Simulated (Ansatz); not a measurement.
# SiPHF (doublet): the correlation ladder, cc-pVDZ

One table from this session's results is given with a row withheld; the runs are named, their logs left out.

Program: Ansatz 0.2.0, Gaussian basis. Level of theory: cc-pVDZ, core rule «outside noble gas», up to 11 orbitals frozen. These are calculated values, not measurements.

The runs, in order: UHF; CCSD(T) on ROHF; CCSD(T) on UHF; BCCD(T) on ROHF; CISD; CCSDT(Q) on ROHF; CCSDT(Q) on UHF.

6 further runs of the same task are left out: 1 for a known fault of the program, 5 set aside as unsound or not needed.

## The geometry

The geometry is a PBE0/def2-TZVP stationary point (not a proven minimum).

4 atoms, charge 0, spin multiplicity 2.

Atoms are counted from 1 here; the program's logs count them from 0.

Bond lengths: F1–P2 1.594 Å, P2–Si3 2.076 Å, P2–H4 1.407 Å. Angles: F1–P2–Si3 130.6°, F1–P2–H4 99.6°, Si3–P2–H4 129.7°.

Set-up of the first run:

File in.yaml:

```yaml
crystal:
  periodic: [false, false, false]
  atoms:
    - {symbol: F, position_ang: [0.000000, -0.492171, 1.709375]}
    - {symbol: P, position_ang: [0.000000, 0.394562, 0.384582]}
    - {symbol: Si, position_ang: [0.000000, -0.162443, -1.614899]}
    - {symbol: H, position_ang: [0.000000, 1.678340, 0.960284]}
basis:
  gaussian: {orbitals: cc-pVDZ}
magnetization: {spin_polarized: true, initial_magnetization: 1}
hamiltonian: {xc: hf}
output: {orbitals: {seedname: orbitals}}
```

The run is started by

```bash
$ ansatz run in.yaml --threads 1 --pin off --events-out ev --progress --plain --max-ram 4096MiB --backend cpu
```

Steps of the session up to this table: UHF; CCSD(T) on ROHF; CCSD(T) on UHF; BCCD(T) on ROHF; CISD; CCSDT(Q) on ROHF; CCSDT(Q) on UHF.

One of the session's tables, all rows but one given; the rest of the session is left out.

| method | from UCCSDT(Q) (meV) |
| --- | --- |
| ROHF | +11526.7 |
| UHF | +11403.5 |
| RMP2 | +1302.0 |
| UMP2 | ? |
| CISD | +1728.3 |
| RCCSD | +434.1 |
| UCCSD | +431.6 |
| RCCSD(T) | +78.3 |
| UCCSD(T) | +82.3 |
| BCCD(T) | +73.7 |
| RCCSDT | +37.3 |
| UCCSDT | +37.1 |
| RCCSDT(Q) | +3.4 |
| UCCSDT(Q) | 0 |

Q: Estimate the row for UMP2 from the others.

**Answer.** from UCCSDT(Q) (meV): +1345.8. In the column «from UCCSDT(Q) (meV)» it lies between RMP2 (+1302.0) and CISD (+1728.3).

Caveats from the session: Restricted and unrestricted rows rest on different reference determinants; where their highest levels disagree by more than a few hundredths of an eV, they describe different states and don't form one ladder.
